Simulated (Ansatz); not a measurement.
Heat of formation of N2 (nitrogen) from total energies

N2 has 2 atoms, charge 0, and is taken as a singlet. As SMILES, `N#N`. The coordinates come from a PBE0-D4/def2-TZVP relaxation.

```xyz
2

N     0.4655   -0.1503    0.2398
N    -0.4655    0.1503   -0.2398
```

Total energies at HF/def2-TZVPPD (Ansatz 0.2.0); the atoms run unrestricted:

```tsv
species	state	energy (Eh)
N2	singlet	-108.989875
N	quartet	-54.402769
```

Harmonic wavenumbers at PBE0-D4/def2-TZVP, in cm⁻¹: 2484.

Measured heats of formation of the gaseous atoms at 298.15 K, in kJ/mol: N 472.4. Take 1 Eh = 2625.50 kJ/mol, 1 cm⁻¹ = 0.0119627 kJ/mol, RT = 2.479 kJ/mol.

Question: Work out the heat of formation of the gas at 298 K.

Answer: 
1. Electronic atomisation energy: 2 × (-54.402769) − (-108.989875) = 0.184337 Eh = 484.0 kJ/mol.
2. Zero-point energy: half the sum of the wavenumbers, 1242 cm⁻¹ = 14.9 kJ/mol.
3. Thermal vibrational enthalpy, Σ hcν̃/(exp(hcν̃/kT) − 1): 0.0 kJ/mol. Translation, rotation and pV of a linear molecule: 3.5 RT = 8.7 kJ/mol.
4. The 2 free atoms carry 5/2 RT each: 12.4 kJ/mol.
5. Atomisation enthalpy at 298 K: 484.0 − 14.9 − 0.0 − 8.7 + 12.4 = 472.8 kJ/mol.
6. Sum of the atoms' heats of formation: 944.8 kJ/mol. Heat of formation: 944.8 − 472.8 = +472.0 kJ/mol.

The tabulated value is 0.0 kJ/mol (Active Thermochemical Tables), so this level is off by +472.0 kJ/mol, or 50.0 % of the atomisation enthalpy. Hartree–Fock leaves out correlation, which is larger in the molecule than in the atoms, so it underbinds and puts the heat of formation too high. Anharmonicity and any spin-orbit splitting of the molecule are left out.
